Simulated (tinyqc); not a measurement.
Inside a calculation. Method: extended Hueckel theory, for LiH+. The parameters take no account of the charge, which enters only through the electron count. One step of it, computed by the program tinyqc.

Task: Mulliken analysis. P = C n C^T; charge = valence electrons (H 1, Li 1) minus the sum of (P S)_ii on the atom; overlap population = 2 sum P_ij S_ij between two atoms.

coefficients:
```
              MO1        MO2        MO3       MO4        MO5
1Li 2s   0.144834   0.859597   0.000000  0.000000   0.649904
1Li 2px  0.000000   0.000000  -0.194237  0.980955   0.000000
1Li 2py  0.000000   0.000000   0.980955  0.194237   0.000000
1Li 2pz  0.122878  -0.511050   0.000000  0.000000   1.030055
2H 1s    0.879673  -0.113173   0.000000  0.000000  -0.856102
```

occupations: 1.000000  0.000000  0.000000  0.000000  0.000000

overlap S, lower triangle:
```
           1Li 2s   1Li 2px   1Li 2py   1Li 2pz     2H 1s
1Li 2s   1.000000
1Li 2px  0.000000  1.000000
1Li 2py  0.000000  0.000000  1.000000
1Li 2pz  0.000000  0.000000  0.000000  1.000000
2H 1s    0.346328  0.000000  0.000000  0.471131  1.000000
```

Give: charges; Overlap populations.

Result:

charges: 1Li 0.869, 2H 0.131

Overlap populations:
```
pair     value
2-1   0.190100
```
